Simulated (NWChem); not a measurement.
# Correlation energy of NO (+1)

```xyz
2

N      0.0000     0.0000     0.5653
O      0.0000     0.0000    -0.4946
```
Charge +1, spin multiplicity 1.

The numbers come from NWChem runs, not from measurements. All single points use one geometry, from PBE0/def2-SVP, a minimum by its harmonic frequencies.

Basis set: cc-pVDZ. Each correlation energy counts from its own Hartree-Fock reference.

The correlated methods keep 2 core orbitals frozen. The structure started from a generated list of species. Coupled-cluster values serve here as a point of comparison, not as the truth.

Q: One of these methods gave a correlation energy of -336.1 mHa. Which?
(A) CR-CCSD[T]
(B) CCSD
(C) SCS-MP2
(D) RI-MP2

A: D, RI-MP2. The others give -325.0 (SCS-MP2), -345.4 (CR-CCSD[T]), -333.9 (CCSD).
